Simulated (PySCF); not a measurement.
`P` (PH3). The calculation used PBE0-D3(BJ)/def2-SVP geometry optimisation, gas phase in PySCF.

```
atom  x, y, z in Å
P1     0.0256   -0.0410    0.4763
H2    -0.5990    1.0211   -0.2472
H3     1.1993   -0.0042   -0.3374
H4    -0.5896   -1.0495   -0.3272
```

**Question.** Where is the centre of mass (commonest isotopes), and what is the radius of gyration?

**Answer.** Mass 33.997 u; centre at (0.024, -0.038, 0.407) Å; Rg = √(Σ m r²/M) = 0.420 Å. As Ia + Ib + Ic = 2 Σ m r², the three principal moments sum to 12.0 u·Å².

**Question.** What is the longest distance between nuclei?

**Answer.** H2···H4, H2···H3 and H3···H4, 2.072 Å.

**Question.** Work out the bond lengths P1–H2, P1–H3, P1–H4 in bohr.

**Answer.** For P1–H2 the difference vector is (-0.6246, 1.0621, -0.7235) Å, of length 1.4289 Å. 1 bohr = 0.529177 Å. P1–H2 2.700; P1–H3 2.700; P1–H4 2.700 bohr.

**Question.** What is the repulsion energy of the bare nuclei, Σ ZA·ZB/RAB?

**Answer.** 17.43 Eh over 6 pairs, with full nuclear charges and distances in bohr; the largest single term is 5.56 Eh (P1 with H3, or a pair equal to it).

**Question.** What are the angles H2–P1–H4, H3–P1–H4, H2–P1–H3?

**Answer.** From the scalar product of the two bond vectors; for H2–P1–H4 it is -0.1055 Å² over 1.4289 × 1.4287 Å², cos θ = -0.0517. H2–P1–H4 93.0°; H3–P1–H4 93.0°; H2–P1–H3 93.0°.

Whether it is a minimum is left open (no frequencies).

Time: 1.7 s wall; peak memory 0.24 GiB. Hardware: Intel Xeon Platinum 8375C at 2.90 GHz, one thread (shared host). This is the geometry optimisation.
